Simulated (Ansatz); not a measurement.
# C2F4: geometry optimisation, by script

Wanted for C2F4: a geometry optimisation. SMILES: FC(F)=C(F)F.

Computed with Ansatz 0.2.0 through its Python package. Level of theory: PBE0/6-31G*.

## Step 1: The structure

Bond lengths: F1–C2 1.350 Å, C2–F3 1.350 Å, C2–C4 1.333 Å, C4–F5 1.350 Å, C4–F6 1.350 Å. Angles: F1–C2–F3 119.8°, F1–C2–C4 120.1°, F3–C2–C4 120.1°, C2–C4–F5 120.1°, C2–C4–F6 120.1°, F5–C4–F6 119.8°.

The script holds or builds the structure itself.

## Step 2: Script

opt.py

```python
"""Minimum-energy structure of C2F4."""

import ansatz
import numpy as np
import pandas as pd
from rdkit import Chem
from rdkit.Chem import AllChem

# a force-field geometry from the SMILES
rd = Chem.AddHs(Chem.MolFromSmiles("FC(F)=C(F)F"))
AllChem.EmbedMolecule(rd, randomSeed=782)
AllChem.UFFOptimizeMolecule(rd)
system = ansatz.Crystal.molecule()
for atom, xyz in zip(rd.GetAtoms(), rd.GetConformer().GetPositions()):
    system = system.atom(atom.GetSymbol(), xyz.round(5).tolist())

base = system.calculation()
base = base.basis(gaussian="6-31G*")
base = base.functional("pbe0")
base = base.accuracy("medium")
symbols = [site.symbol for site in system.cartesian_sites]
start = np.array([site.position_ang for site in system.cartesian_sites], dtype=float)
r = base.relax(force_tolerance=0.005).run(threads=1).report
end = np.array(r["positions_ang"])

print("reference energy %16.6f eV" % r["reference_energy_ev"])
print("total energy     %16.6f eV" % r["free_energy_ev"])
print("occupied orbitals outside the frozen core (up, down):", r["n_occupied"], " frozen:", r["n_frozen"], " virtual:", r["n_virtual"])

print("final positions (A) and the move of each atom")
for symbol, xyz, old in zip(symbols, end, start):
    print(f"{symbol:2s} {xyz[0]:10.5f} {xyz[1]:10.5f} {xyz[2]:10.5f}   {np.linalg.norm(xyz - old):7.4f}")

charges = r["charge_distribution"]
table = pd.DataFrame({"atom": symbols, "mulliken": charges["mulliken_charges_e"], "lowdin": charges["lowdin_charges_e"]})
print(table.round(3).to_string())
print("dipole (e A):", np.round(charges["dipole_moment_e_ang"], 4) + 0.0)
with open("c2f4_opt.xyz", "w") as handle:
    handle.write(f"{len(symbols)}\nrelaxed C2F4\n")
    handle.writelines(f"{s:2s} {x:11.6f} {y:11.6f} {z:11.6f}\n" for s, (x, y, z) in zip(symbols, end))
```

## Step 3: The calls as engine input

The engine receives this input:

```yaml
crystal:
  periodic: [false, false, false]
  atoms:
    - { symbol: F, position_ang: [-1.50957, 0.95764, 0.08364] }
    - { symbol: C, position_ang: [-0.65747, -0.09996, 0.04528] }
    - { symbol: F, position_ang: [-1.15563, -1.36286, 0.09991] }
    - { symbol: C, position_ang: [0.65747, 0.09996, -0.04528] }
    - { symbol: F, position_ang: [1.50957, -0.95764, -0.08364] }
    - { symbol: F, position_ang: [1.15563, 1.36286, -0.09991] }
accuracy: medium
basis:
  gaussian:
    orbitals: "6-31G*"
hamiltonian:
  xc: pbe0
relax:
  f_tol: 0.005
```

## Step 4: Launch

The run is started by

```bash
python opt.py
```

Without the output at hand: what should come out? Wanted: total energy; dipole moment; moves of the relaxation; energy gained; last largest force component.

The runs gave:

```
                    quantity           value
                total energy  -12926.6762 eV
               dipole moment          0.00 D
     moves of the relaxation               4
               energy gained        0.288 eV
last largest force component     0.0003 eV/Å
```

**Reading.** The relaxation took 4 moves; the largest shift is 0.077 Å. Notes:
- The end point is the stationary point reached from this start; no frequency run checks that it is a minimum, and the basis set is modest.
- The Löwdin charges here are taken after orthogonalising the functions within each atom; they differ from plain Löwdin charges, and their signs can be unphysical.
